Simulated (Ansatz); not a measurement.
Two shapes of doublet PH3(+).

Shape 1:

```xyz
4

P    -0.0942    0.0113    0.0326
H     0.3736   -0.6467   -1.1271
H     0.5552   -0.8499    0.9448
H     0.9166    0.9984    0.0435
```

Shape 2:

```xyz
4

P    -0.0413   -0.0019    0.0267
H     0.3544   -0.6454   -1.1322
H     0.5372   -0.8501    0.9534
H     0.9010    1.0105    0.0460
```

Basis set: def2-SVP (spherical functions). Frozen core: 5 orbitals. Charge 1, multiplicity 2.

Computed with Ansatz (development build ahead of 0.2.0); each method stands on the lowest determinant of its kind that the runs found.

Which shape is lower in energy, and by how much in each method?

```
 method  E(2) − E(1) (eV)
    UHF            -0.242
UHF-MP2            -0.207
```

Shape 2 is lower.
